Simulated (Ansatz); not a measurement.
## A rate constant, worked out

An elementary step of CH$_{2}$OS, singlet (CH₂OS ([O][CH][SH]) → CH₂OS ([OH][CH][S]); H–S broken or loosened, H–O formed or tightened). The start structure is the reactant molecule, and the electronic barrier above it is 1.371 eV by CCSD(T) at an estimated basis limit (MP2 extrapolated from triple and quadruple zeta, plus CCSD(T) − MP2 in triple zeta). Program: Ansatz 0.2.0. Basis: def2-TZVPP and def2-QZVPP. Cores are frozen in the correlated methods. Extrapolation: Hartree–Fock as exp(−7.88 √X), correlation as X^−2.97. Harmonic wavenumbers at PBE0-D4/def2-TZVP (Ansatz 0.2.0), in cm⁻¹:

Start: 437, 438, 691, 949, 955, 1382, 1806, 2704, 2967.

Saddle: 1711i, 659, 904, 947, 1029, 1277, 1568, 1816, 3141.

(1) Work out the transition-state-theory rate constant at 400 K from these numbers alone (harmonic vibrations; rotation, path degeneracy and anharmonicity left out), and the Wigner tunnelling factor. Use 1 cm⁻¹ = 1.2398 × 10⁻⁴ eV and k_B = 8.617 × 10⁻⁵ eV/K.

T1 diagnostic: at most 0.023.

## Answers

(1) Zero-point energies, half the sums: start 12329/2 cm⁻¹ = 0.7643 eV; saddle, real modes only, 11341/2 cm⁻¹ = 0.7031 eV.
Barrier with zero-point energy: 1.371 + 0.7031 − 0.7643 = 1.3098 eV.
k_BT = 0.03447 eV, so the barrier is 38.00 k_BT.
Vibrational partition functions from the zero-point level, ln q = −Σ ln(1 − exp(−hν/k_BT)): start 0.626, saddle 0.212.
k = (k_BT/h) exp(ln q‡ − ln q) exp(−E0/k_BT), with log₁₀(k_BT/h in s⁻¹) = 12.92: log₁₀ k = 12.92 + (-0.414 − 38.00)/2.3026 = -3.76, so k ≈ 2 × 10^(-4) s⁻¹.
Wigner factor: 1 + (hν‡/k_BT)²/24 = 1 + (6.15)²/24 = 2.58, too large for this simple formula to be trusted. A change of 1 kcal/mol (0.043 eV) in the barrier would change k by a factor of 3.5 at this temperature.

Labels in which every atom is bracketed show which atoms are joined, not bond orders.

For scale, one of the runs: CCSD(T)/def2-TZVPP, 132 basis functions, launched by `ansatz run in.yaml --threads 2 --pin off --events-out ev --progress --plain --max-ram 4352MiB`. Hardware: 2 CPU threads of an Arm Neoverse V1, shared host. Wall time 9 s; peak host memory 0.66 GiB.
